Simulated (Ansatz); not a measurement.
`[O]N=O` radical: measurement beside calculation (Ansatz, PBE0-D4/def2-TZVP geometry).

```xyz
3

O    -0.295    0.420    0.975
N    -0.251    0.072   -0.154
O     0.546   -0.492   -0.821
```

Measured: 0.316 D (permanent dipole moment of the X2A1 ground state). Source: Dissociation dynamics in low energy electron attachment to nitrogen dioxide, 2023 (arxiv:2304.11899).

```json
{"functional (def2-TZVPP)": "PBE", "dipole (D)": "0.24", "error (D)": "-0.08"}
{"functional (def2-TZVPP)": "r2SCAN", "dipole (D)": "0.28", "error (D)": "-0.03"}
{"functional (def2-TZVPP)": "B3LYP", "dipole (D)": "0.33", "error (D)": "0.01"}
{"functional (def2-TZVPP)": "ωB97M-V", "dipole (D)": "0.35", "error (D)": "0.03"}
```

The measured dipole is a vibrational average; the computed one belongs to the fixed geometry.

B3LYP here is the variant with VWN-RPA as its local correlation; programs differ in this.
